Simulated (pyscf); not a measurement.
# Atom transfer: H• + F–Cl -> HF + Cl•

Gas phase, doublet surface, charge 0. Bonds broken: F2–Cl3. Bonds formed: H1–F2. Structures and frequencies: ωB97X-D3(BJ)/def2-SVP in PySCF. MP2 and CC: frozen core, UHF for open shells. ΔMP2 is the change of the MP2 total energy from the triple- to the quadruple-zeta basis.

Transition state (Å):

```xyz
3

H      0.6645    -0.1597    -1.5013
F      0.9780     0.0124     0.0635
Cl     1.3092     0.2094     1.7519
```

One imaginary mode, 1165i cm⁻¹; descent along it reached the two sides named.

```tsv
bond	change	reactant side (Å)	saddle	product side
F2–Cl3	breaks	1.644	1.732	2.6
H1–F2	forms	3.2	1.605	0.926
```

Electronic energies relative to the separated reactants (eV):

| level | barrier | reaction energy | reverse barrier |
|---|---|---|---|
| ωB97X-D3(BJ)/def2-TZVP | 0.36 | -3.27 | 3.63 |
| PBE/def2-TZVP | -0.04 | -2.94 | 2.90 |
| r²SCAN/def2-TZVP | -0.04 | -3.23 | 3.19 |
| B3LYP-D3(BJ)/def2-TZVP | 0.02 | -3.32 | 3.34 |
| PBE0-D3(BJ)/def2-TZVP | 0.15 | -3.22 | 3.37 |
| M06-2X/def2-TZVP | 0.35 | -3.31 | 3.66 |
| ωB97M-D3(BJ)/def2-TZVP | 0.31 | -3.27 | 3.59 |
| HF/def2-TZVP | 0.60 | -3.82 | 4.42 |
| MP2/def2-QZVPP | 0.73 | -3.41 | 4.15 |
| CCSD/def2-TZVPP | 0.39 | -3.66 | 4.04 |
| CCSD(T)/def2-TZVPP | 0.35 | -3.53 | 3.88 |
| CCSD(T)/def2-TZVPP + ΔMP2(QZVPP) | 0.35 | -3.49 | 3.84 |

With CCSD(T)/def2-TZVPP + ΔMP2(QZVPP) energies and thermal terms (ideal gas, 1 atm, RRHO with modes under 100 cm⁻¹ raised to 100, one conformer, R ln 2 for rigid chiral ones), in eV:

```tsv
T (K)	ΔH‡	ΔG‡	ΔH	ΔG
298	0.34	0.60	-3.29	-3.29
600	0.32	0.88	-3.30	-3.28
900	0.31	1.16	-3.32	-3.27
1200	0.30	1.44	-3.34	-3.25
```

At PBE, r²SCAN this geometry lies under the reactants; that is no barrier but a single point on another level's saddle; such a level's own saddle, if it has one, lies nearer that side and is low. The angle at the transferred F is 180°. The CCSD(T) − MP2 part came from Ansatz, without density fitting, on the same reference. A UHF reference is spin-contaminated (<S²> up to 0.92), which harms MP2 most. Left out: orbital degeneracy and the spin-orbit lowering of Cl.
